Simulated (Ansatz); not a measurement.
Relative stability

Two relaxed structures of BHS₂, singlet (PBE0-D4/def2-TZVP; forces vanish, vibrations not checked).

A:

```
atom    x (Å)    y (Å)    z (Å)
  B1   0.3574  -0.1810  -0.0343
  S2  -0.4822   1.0887   0.8569
  S3  -1.2809  -0.1953  -0.6880
  H4   1.4058  -0.7125  -0.1346
```

B:

```
4
angstrom
B -0.6854 0.3059 0.0988
S -0.9487 1.4034 1.4457
S -0.5050 -0.7181 -1.1289
H 0.3107 1.8788 1.4147
```

Computed with Ansatz 0.2.0 (basis: def2-TZVPP); correlated methods freeze the cores. B3LYP uses VWN-RPA correlation.

(1) Which structure is lower at CCSD(T), and by how much? (An estimate is asked for; the value comes from the calculation.)

The T1 diagnostic stays at or below 0.018.

Answers

(1) Computed: B, by 0.921 eV (electronic energy, against the other). By their contacts, A is BHS₂ ([BH]1[S][S]1) and B is BHS₂ ([S][B][SH]).

All methods give the same order:

| method | E(B) − E(A) (eV) |
| --- | --- |
| PBE-D4 | -0.759 |
| r2SCAN-D4 | -0.845 |
| PBE0-D4 | -0.787 |
| B3LYP-D4 | -0.897 |
| wB97M-V | -0.853 |
| HF | -1.048 |
| MP2 | -0.925 |
| CCSD | -0.940 |
| CCSD(T) | -0.921 |

Labels in which every atom is bracketed show which atoms are joined, not bond orders.

For scale, one of the runs: CCSD(T)/def2-TZVPP, 129 basis functions, launched by `ansatz run in.yaml --threads 2 --pin off --events-out ev --progress --plain --max-ram 4352MiB`. Hardware: 2 CPU threads of an Arm Neoverse V2, shared host. Wall time about 5.5 s.
